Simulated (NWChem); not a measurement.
methyl formate (C$_{2}$H$_{4}$O$_{2}$); SMILES COC=O

```xyz
8

C     -0.5128    -1.3151     0.0000
O      0.6744    -0.5366    -0.0001
C      0.5044     0.7822     0.0000
O     -0.5508     1.3474     0.0000
H     -1.1182    -1.1059    -0.8944
H     -0.1945    -2.3638     0.0051
H     -1.1230    -1.0986     0.8895
H      1.4975     1.2786     0.0002
```
Atoms are numbered in this order, from 1.

Results from NWChem. Pople sets run with spherical d functions. Coordinates come from a PBE0/def2-SVP optimisation.

Question: Order these by “dipole (D)”, lowest first: B3LYP/def2-SVP; B3LYP/6-31+G*; B3LYP/STO-3G; B3LYP/3-21G.

Answer: B3LYP/STO-3G (1.33), B3LYP/3-21G (1.67), B3LYP/def2-SVP (1.81), B3LYP/6-31+G* (1.95)
